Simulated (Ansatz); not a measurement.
`[BH3-]C#[O+]`. Total charge 0; spin multiplicity 1.

```json
{"atom": "B1", "x (Å)": "0.120", "y (Å)": "-0.501", "z (Å)": "0.164"}
{"atom": "C2", "x (Å)": "-0.216", "y (Å)": "0.901", "z (Å)": "-0.294"}
{"atom": "O3", "x (Å)": "-0.466", "y (Å)": "1.945", "z (Å)": "-0.636"}
{"atom": "H4", "x (Å)": "0.572", "y (Å)": "-0.356", "z (Å)": "1.276"}
{"atom": "H5", "x (Å)": "0.926", "y (Å)": "-0.899", "z (Å)": "-0.645"}
{"atom": "H6", "x (Å)": "-0.935", "y (Å)": "-1.090", "z (Å)": "0.136"}
```

Question: What are the harmonic wavenumbers in cm⁻¹ at PBE0-D4/def2-TZVP (Ansatz, finite differences of forces, unscaled)? (Best estimate.)

Answer: Ansatz gave: 299, 299, 782, 811, 811, 1084, 1101, 1101, 2246, 2470, 2551, 2551.

Question: Is this a minimum?

Answer: Yes, all 12 modes are real.

Question: Give the ideal-gas thermochemistry at 298.15 K and 1 bar (rigid rotor, harmonic oscillator; point group C3v, symmetry number 3).

Answer: Zero-point energy 96.3 kJ/mol; H(298) − E = 109.3 kJ/mol; entropy 249.6 J/(mol·K), of which translation 155.4, rotation 78.9, vibration 15.3; G(298) − E = 34.9 kJ/mol.

Question: Rotational constants (cm⁻¹)?

Answer: 4.07, 0.2972, 0.2972.
